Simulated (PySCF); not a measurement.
**Atomic charges by several schemes**

Dimethoxymethane, C₃H₈O₂.
Geometry (GFN2-xTB, dihedral held, Å), atoms numbered from 1 in this order:
```xyz
13
C3H8O2 angstrom
C     -0.7422   -0.5239    1.7690
O     -0.9798    0.4437    0.7697
C      0.1517    0.8918    0.0905
O      0.8591   -0.1076   -0.5874
C      2.0826   -0.5076   -0.0114
H     -0.4040   -1.4699    1.3357
H     -1.6963   -0.6798    2.2683
H     -0.0030   -0.1664    2.4973
H      0.8299    1.4290    0.7826
H     -0.2396    1.5893   -0.6588
H      2.7609    0.3465    0.1010
H      1.9526   -0.9882    0.9636
H      2.5179   -1.2221   -0.7076
```

Density: PBE0/pcSseg-1 (PySCF); schemes: Mulliken, IAO, Hirshfeld and ESP-fitted. The geometry is a constrained GFN2-xTB structure with the dihedral O4–C3–O2–C1 held at 60°, isolated molecule; it need not be a minimum.

Which atoms carry the lowest charge in the Mulliken, IAO, Hirshfeld and ESP-fitted schemes?

All schemes pick atoms of one kind: Mulliken O4 (-0.521); IAO O4 (-0.400); Hirshfeld O2 (-0.154); ESP-fitted O2 (-0.333).

For which atoms does the sign change between the 4 schemes (beyond +0.03 e in one, beyond −0.03 e in another)?

For none.

Give the atomic charges in each scheme.

In e:

```
atom                     environment  Mulliken     IAO  Hirshfeld  ESP-fitted
  C1                  methoxy carbon    -0.044  -0.208     -0.044      -0.184
  O2                    ether oxygen    -0.508  -0.390     -0.154      -0.333
  C3  sp3 carbon bearing two oxygens    +0.298  +0.136     +0.067      +0.200
  O4                    ether oxygen    -0.521  -0.400     -0.150      -0.306
  C5                  methoxy carbon    -0.037  -0.202     -0.041      -0.158
  H6                 methyl hydrogen    +0.111  +0.131     +0.036      +0.127
  H7                 methyl hydrogen    +0.124  +0.160     +0.051      +0.129
  H8                 methyl hydrogen    +0.082  +0.116     +0.034      +0.093
  H9              methylene hydrogen    +0.067  +0.092     +0.028      +0.060
 H10              methylene hydrogen    +0.117  +0.159     +0.048      +0.077
 H11                 methyl hydrogen    +0.098  +0.125     +0.038      +0.087
 H12                 methyl hydrogen    +0.089  +0.120     +0.035      +0.083
 H13                 methyl hydrogen    +0.123  +0.161     +0.052      +0.124
```

Mean size of the charges over all atoms: IAO 0.185 e, Mulliken 0.171 e, ESP-fitted 0.151 e, Hirshfeld 0.060 e. Each set sums to the total charge, 0, to within 0.001 e. The Mulliken scheme gives each basis function's population to the atom it is centred on and halves the overlap population of two atoms between them.

Sum the charges by element.

```json
{"element": "C", "atoms": "3", "Mulliken": "+0.218", "IAO": "-0.275", "Hirshfeld": "-0.018", "ESP-fitted": "-0.142"}
{"element": "O", "atoms": "2", "Mulliken": "-1.030", "IAO": "-0.790", "Hirshfeld": "-0.304", "ESP-fitted": "-0.639"}
{"element": "H", "atoms": "8", "Mulliken": "+0.812", "IAO": "+1.064", "Hirshfeld": "+0.322", "ESP-fitted": "+0.781"}
```

How many electrons does the Hirshfeld scheme count on C1?

Z − q = 6 − (-0.044) = 6.044.

The run behind these numbers computed NMR shieldings as well. Hardware: one thread of an Arm Neoverse V1, on a shared host. Cost: 9.6 s of wall time.
